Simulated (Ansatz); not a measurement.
bcc Ta was calculated with r²SCAN+rVV10 (Ansatz, a program for electronic structure, PAW).

Numerical settings: plane-wave cutoff 600 eV, 20×20×20 k mesh, Fermi–Dirac smearing 0.1 eV, finite displacements, scalar-relativistic PAW data made under PBE.

Computed at the level's own relaxed cell.

Harmonic phonon frequencies (cm⁻¹; i marks an imaginary mode):

```csv
q point,frequencies
H,___
N,94 143 152
```

Problem. Fill in the missing entries.

Solution. 
- H, frequencies: 171 171 171

No imaginary mode appears at these points.
